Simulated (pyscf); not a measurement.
Single points on ωB97X-D3(BJ)/def2-SVP structures (PySCF, gas phase).

### Question
For the elementary gas-phase step CH₄ + [HO–Al–OH]• → H₃C–Al(OH)–OH + H• (doublet surface; C–H broken, Al–C formed), what barrier and reaction energy does ωB97M-D3(BJ)/def2-TZVP give, measured from the separated reactants?

### Answer
ΔE‡ = 2.02 eV, ΔE = +0.98 eV. Zero-point energy shifts the barrier by -0.15 eV. It is a substitution at C, with an imaginary mode of 1604i cm⁻¹. One saddle was located; it need not be the lowest between these sides. The angle at the attacked C is 168°.
